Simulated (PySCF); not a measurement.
Gas-phase reaction: 6 SiH + 3 H2 = 2 c-Si3H6

Computed with PySCF and rigid-rotor harmonic-oscillator thermochemistry at 1 bar. † marks an energy on the PBE0/def2-TZVP geometry and frequencies; other levels use their own. MP2 and CCSD(T) freeze the core. 6-31G* has spherical d functions here. Open shells (unrestricted): SiH (multiplicity 2); the rest are closed-shell singlets. Spin-orbit splitting is ignored; it lowers the true energy and changes the entropy of SiH. c-Si3H6: computed as isolated molecules; such fragments, hydroxides, amides, oligomers or adducts are transient or little studied in the gas. MP2 isn't extrapolated to the basis-set limit. CCSD(T) isn't extrapolated to the basis-set limit. Warning, large T1 diagnostic: SiH (CCSD(T)/def2-TZVPP†).

CCSD(T)/def2-TZVPP† gives ΔH°(298 K) = -1653 kJ.

**Question.** What do PBE0/def2-TZVP, MP2/def2-TZVPP†, HF/6-31G* give?

**Answer.** PBE0/def2-TZVP: -1772 kJ; MP2/def2-TZVPP†: -1750 kJ; HF/6-31G*: -1295 kJ. For scale, ΔH°(298 K) is -1653 kJ at this level, -1705 kJ at ωB97M-V/def2-TZVP†, and runs from -2052 to -1295 kJ over the 20 levels computed.
